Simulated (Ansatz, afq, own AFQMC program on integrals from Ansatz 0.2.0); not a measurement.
AlBH, doublet, reference energies and how methods fare

```json
{"atom": "B", "x (Å)": "0.0000", "y (Å)": "-0.0920", "z (Å)": "0.3143"}
{"atom": "Al", "x (Å)": "0.0000", "y (Å)": "-0.0334", "z (Å)": "-1.8050"}
{"atom": "H", "x (Å)": "0.0000", "y (Å)": "0.1253", "z (Å)": "1.4907"}
```

Geometry: a PBE0/def2-TZVP stationary point, not shown to be a minimum. Basis cc-pVDZ. Noble-gas cores (and the filled d shells of Ga–Kr and In–Xe) are frozen. Integrals, coupled cluster, full CI and functionals: Ansatz 0.2.0; the random walks run on the same integrals in our own AFQMC program. ph-AFQMC/CISD is guided by a CISD state made of CCSD amplitudes; releasing the constraint for a short imaginary time cuts its bias at the price of noise, slowly where states lie close. Uncertainties: one standard error, sampling alone.

Best estimates are CCSD(T) at the basis-set limit (def2-TZVPP/QZVPP) plus the step from CCSD(T) to the highest rung at hand in cc-pVDZ, named in the table (released AFQMC can keep some 10 meV of bias). No zero-point, core-correlation or spin–orbit terms. Other levels are in cc-pVDZ, the functionals in def2-TZVP; a dash marks a level that is missing or breaks spin symmetry for a member.

Cautions: AlBH (doublet): an unrestricted solution with more broken spin lies lower, raised T1 diagnostic (T1 0.046, weight of the determinant 0.85, largest double 0.09), unrestricted determinant spin contaminated (⟨S²⟩ 0.85 against 0.75), the released energies are still falling, so no released level is given (meV from the phaseless value at times in 1/Eh: -5.5 ± 2.2 at 0.24, -9.9 ± 2.4 at 0.51, -12.5 ± 2.3 at 0.99, -17 ± 3 at 1.62, -20.3 ± 2.3 at 2.40), though the last usable value meets CCSDTQ within the noise, its ph-AFQMC/CISD value lies 21 ± 3 meV above CCSDTQ; AlBH (quartet): another spin lies lower, the released energies are still falling, so no released level is given (meV from the phaseless value at times in 1/Eh: -4 ± 4 at 0.24, -12 ± 5 at 0.51, -17.4 ± 2.4 at 0.99, -22.1 ± 2.3 at 1.62, -26 ± 3 at 2.40), the ph-AFQMC/CISD walk drifts between its halves (2.5 errors), its ph-AFQMC/CISD value lies 37 ± 4 meV above full CI; row 1: core correlation is missing, and it shifts such a gap most where an s electron is promoted.

| process | wB97M-V (kcal/mol) |
| --- | --- |
| to charge +0, quartet (vertical) | 13.8 |
| to free atoms | 139.0 |

**Question.** From these values, estimate the best estimates.

**Answer.** 
```json
{"process": "to charge +0, quartet (vertical)", "best estimate (kcal/mol)": "9.8", "highest rung": "CCSDTQ"}
{"process": "to free atoms", "best estimate (kcal/mol)": "136.5", "highest rung": "CCSDTQ"}
```

Errors against the best estimates in kcal/mol, in the same order:

```csv
level,"error, 1","error, 2"
MP2,-6.3,-14.0
CCSD(T),-1.1,-13.7
ph-AFQMC/CISD,-1.2 ± 0.1,-13.6 ± 0.07
CCSD(T)/CBS,0.5,-0.5
wB97M-V,4.0,2.5
```

Cost at the first geometry (cards were shared with other jobs): PBE0/cc-pVDZ, 6 s on 1 thread of AMD EPYC 7R13 Processor (Zen 3), on a shared host; UCCSD(T)/cc-pVDZ, 21 s on 1 × NVIDIA H100 80GB HBM3 with 1 thread of AMD EPYC 7R13 Processor (Zen 3), with other jobs on the host; CCSD(T)/def2-QZVPP, 50 s on 1 × NVIDIA H100 80GB HBM3 with 1 thread of AMD EPYC 7R13 Processor (Zen 3) (shared host); CCSDT(Q), 24 s on 1 × NVIDIA H100 80GB HBM3 with 1 thread of AMD EPYC 7R13 Processor (Zen 3) (shared host); ph-AFQMC/CISD with release, 28 s on 1 × NVIDIA H100 80GB HBM3 with 2 threads of AMD EPYC 7R13 Processor (Zen 3), on a shared host.

Best estimates are given only where the step beyond CCSD(T) is under 0.3 eV and no member's determinant is very poor (T1 over 0.05, or 0.07 for open shells, ⟨S²⟩ too high by 0.3, two states mixed), so the hardest cases are missing from such tables.

The functionals ran in a triple-zeta set and keep a basis error of their own, a few kJ/mol for each bond in atomization energies and more for double hybrids, so close places among them and the extrapolated levels can swap.

CCSDT and higher add their correlation energy to the determinant of the CCSD(T) run, since their own runs factorise the integrals more tightly (a shift of under 2 meV). Where the cautions show a poor determinant, the low rows tell how each method copes with it, not its usual error. Each member of a difference takes its own highest rung, so a best estimate needn't equal the limit plus the step of one row. A walk keeps the symmetry of its determinant, which the program's search chose and which needn't be the lowest solution, so a lower state of the same spin and another symmetry isn't excluded.
